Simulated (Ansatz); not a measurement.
C4H7FS, SMILES `C=CCC(F)S` at its PBE0-D4/def2-TZVP geometry, where that method's forces vanish. The species carries charge 0 and has multiplicity 1.

```xyz
13

C     0.8488    1.4225    1.1433
C    -0.1938    0.9025    0.5128
C    -0.1303    0.2781   -0.8427
C    -0.0767   -1.2425   -0.8428
F     1.1536   -1.6449   -0.3647
S    -1.4067   -2.0722    0.0424
H     1.8368    1.4280    0.6942
H     0.7535    1.8602    2.1302
H    -1.1684    0.9222    0.9942
H    -1.0003    0.5733   -1.4364
H     0.7639    0.6221   -1.3715
H    -0.1634   -1.6139   -1.8687
H    -1.2169   -1.4354    1.2097
```

What forces (eV/Å) does PBE-D4/def2-TZVPP give on these atoms in Ansatz? (An estimate is asked.)

The calculation gave: 
```
C1   0.287  0.149  0.205
C2  -0.266 -0.129 -0.213
C3  -0.035  0.101  0.042
C4  -0.308  0.131 -0.147
F5   0.682 -0.215  0.239
S6  -0.349 -0.333 -0.081
H7   0.217  0.011 -0.089
H8  -0.003  0.095  0.210
H9  -0.220 -0.009  0.097
H10 -0.175  0.061 -0.132
H11  0.181  0.077 -0.118
H12 -0.053 -0.090 -0.240
H13  0.042  0.150  0.228
```
